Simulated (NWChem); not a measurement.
Correlation energy of B

```
B
```
Charge 0, spin multiplicity 2.

All runs are NWChem calculations.

Basis set: 6-31G*. Each correlation energy counts from its own Hartree-Fock reference.

The correlated methods keep 1 core orbital frozen. The Pople sets run with spherical d functions. No SCF solution was tested for a lower state. Open-shell Hartree-Fock references start from PBE0 orbitals. No row is a measurement; the coupled-cluster row has its own basis-set and correlation limits.

Q: One of these methods gave a correlation energy of -36.1 mHa. Which?
(A) CCSD on ROHF
(B) SCS-UMP2
(C) CCSD on UHF
(D) UMP2

A: D, UMP2. The others give -41.3 (SCS-UMP2), -56.3 (CCSD on UHF), -58.9 (CCSD on ROHF).
